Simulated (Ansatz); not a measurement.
# BH− (quartet): from Hartree-Fock to the top rungs at distance B1–H2 = 4.202 Å, aug-cc-pVTZ

An exercise on one series of results from a longer session: the logs are not shown, and one member is left open.

The runs use Ansatz 0.2.0, Gaussian basis; aug-cc-pVTZ, core rule «outside noble gas», up to 1 orbitals frozen.

The runs, in order: UHF; CCSD(T) on ROHF; CCSD(T) on UHF; BCCD(T) on ROHF; CCSDT(Q) on ROHF; CCSDT(Q) on UHF; CASSCF and MRCISD+Q, 5 electrons in 5 orbitals; CASSCF and NEVPT2, 5 electrons in 5 orbitals.

9 further runs of the same task are left out: 9 that didn't finish.

## What is computed

The geometry derives from a PBE0/def2-TZVPD stationary point (not a proven minimum). One bond is set to the value named and the two fragments are kept rigid.

2 atoms, charge -1, spin multiplicity 4.

Atoms are counted from 1 here; the program's logs count them from 0.

No contacts short enough for the rule that draws bonds.

Set-up of the first run:

in.yaml

```yaml
crystal:
  periodic: [false, false, false]
  atoms:
    - {symbol: B, position_ang: [0.000000, 0.000000, 0.000000]}
    - {symbol: H, position_ang: [0.000000, 0.000000, 4.202000]}
basis:
  gaussian: {orbitals: aug-cc-pVTZ}
total_charge: -1
magnetization: {spin_polarized: true, initial_magnetization: 3}
hamiltonian: {xc: hf}
output: {orbitals: {seedname: orbitals}}
```

Run with:

```sh
> ansatz run in.yaml --threads 1 --pin off --events-out ev --progress --plain --max-ram 2816MiB --backend cpu
```

Among the steps run: UHF; CCSD(T) on ROHF; CCSD(T) on UHF; BCCD(T) on ROHF; CCSDT(Q) on ROHF; CCSDT(Q) on UHF; CASSCF and MRCISD+Q, 5 electrons in 5 orbitals; CASSCF and NEVPT2, 5 electrons in 5 orbitals.

One table of the session follows, with a row left open; its other results are not shown here.

```
          method  from UCCSDT(Q) (kJ/mol)
            ROHF                   +236.5
             UHF                   +229.5
            RMP2                    +62.9
            UMP2                    +62.8
           RCCSD                    +13.0
           UCCSD                        ?
        RCCSD(T)                     +3.1
        UCCSD(T)                     +3.1
         BCCD(T)                     +3.1
          RCCSDT                     +0.4
          UCCSDT                     +0.4
       RCCSDT(Q)                     +0.1
       UCCSDT(Q)                        0
  CASSCF valence                   +193.3
  NEVPT2 valence                    +56.1
  MRCISD valence                    +12.1
MRCISD+Q valence                     -0.6
```

Q: Estimate the row for UCCSD from the others.

**Answer.** from UCCSDT(Q) (kJ/mol): +12.7. In the column «from UCCSDT(Q) (kJ/mol)» it lies between MRCISD valence (+12.1) and RCCSD (+13.0).

Limits of these values: Restricted and unrestricted rows rest on different reference determinants; where their highest levels disagree by more than a few hundredths of an eV, they describe different states and don't form one ladder.
